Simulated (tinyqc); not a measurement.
Worked calculation: Hueckel theory of the pi electrons, for the molecule C=CC=C (SMILES; centres numbered as the heavy atoms are written). One step of it, computed by the program tinyqc.

Task: Energy, charges, bond orders. E = sum n x; q_r = z_r - P_rr; bond order p = P_rs; free valence = sqrt(3) - sum of p over the bonds of the atom.

x values: 1.618034  0.618034  -0.618034  -1.618034

occupations: 2.000000  2.000000  0.000000  0.000000

charge and bond-order matrix P:
```
           1C        2C        3C         4C
1C   1.000000  0.894427  0.000000  -0.447214
2C   0.894427  1.000000  0.447214   0.000000
3C   0.000000  0.447214  1.000000   0.894427
4C  -0.447214  0.000000  0.894427   1.000000
```

Centres:
```
centre  z_r, pi electrons of the neutral centre         h
1C                                            1  0.000000
2C                                            1  0.000000
3C                                            1  0.000000
4C                                            1  0.000000
```

Bonds:
```
i  j  k
1  2  1
2  3  1
3  4  1
```

Give: pi energy = 4 alpha + this times beta; pi charges; Bond orders and lengths from R = 1.517 - 0.180 p; free valence of the carbons; gap between the highest filled and the next level.

Result:

pi energy = 4 alpha + this times beta = 4.4721

pi charges: 1C 0.0000, 2C 0.0000, 3C 0.0000, 4C 0.0000

Bond orders and lengths from R = 1.517 - 0.180 p (angstrom, C-C alone):
```
bond       p       R
1-2   0.8944  1.3560
2-3   0.4472  1.4365
3-4   0.8944  1.3560
```

free valence of the carbons: 1C 0.8376, 2C 0.3904, 3C 0.3904, 4C 0.8376

gap between the highest filled and the next level = 1.2361 |beta|
